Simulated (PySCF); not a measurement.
## Structure from NMR data

Molecular formula: C₄H₈. Simulated spectra:

$^{1}$H NMR (400 MHz, computed): δ 2.10 (s, 8H).

$^{13}$C{$^{1}$H} NMR (computed): δ 21.2 (CH2).

[PySCF 2.14.0 with density-fitted response routines: geometry: GFN2-xTB; shieldings: GIAO PBE0/pcSseg-1; non-relativistic Hamiltonian; one averaged value for each set of equivalent atoms; isolated molecule; single conformer]

References, each an isolated molecule treated in the same way: $^{1}$H, $^{13}$C vs TMS.

Task: What is the structure?

Result: 
- Rings plus π bonds: 1 (1 ring in the answer).
- 1 carbon signal for 4 carbons: some carbons are equivalent by symmetry or fast rotation.
- Carbon types of the structure: 4 × CH2, which accounts for all hydrogens.
- δC 21.2: sp3 CH2 in a ring; a saturated carbon with 2 carbon neighbours and no heteroatom attached.
- δH 2.10: hydrogen on an sp3 CH2 in a ring.

Structure: `C1CCC1`.

Shifts are as computed. Against solution values, carbons near 30 ppm lie about +3 ppm off and those near 130 ppm about +5 ppm. Of 246 compounds with measured shifts, 49 miss one by over three times the rms of a fit or turn the order of signals round; such compounds aren't used in these exercises.
